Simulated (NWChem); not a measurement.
Species: nitrogen trifluoride (NF₃); SMILES N(F)(F)F

```xyz
4

F      0.8608     0.8608    -0.1216
N      0.0000     0.0000     0.4667
F     -1.1759     0.3151    -0.1216
F      0.3151    -1.1759    -0.1216
```
Atoms are numbered in this order, from 1.

The geometry was optimised at PBE0/def2-SVP.

Question: List the 4 lowest vertical singlet excitations from CAM-B3LYP/def2-SVPD, TDA (NWChem).

Answer: 
```
state  energy (eV)  oscillator strength  leading excitation (squared amplitude)
-----  -----------  -------------------  --------------------------------------
S1            8.75                0.011                    HOMO → LUMO+2 (0.83)
S2            9.19                0.062                    HOMO → LUMO+1 (0.87)
S3            9.19                0.062                      HOMO → LUMO (0.87)
S4           11.15                0.003                  HOMO−1 → LUMO+1 (0.67)
```
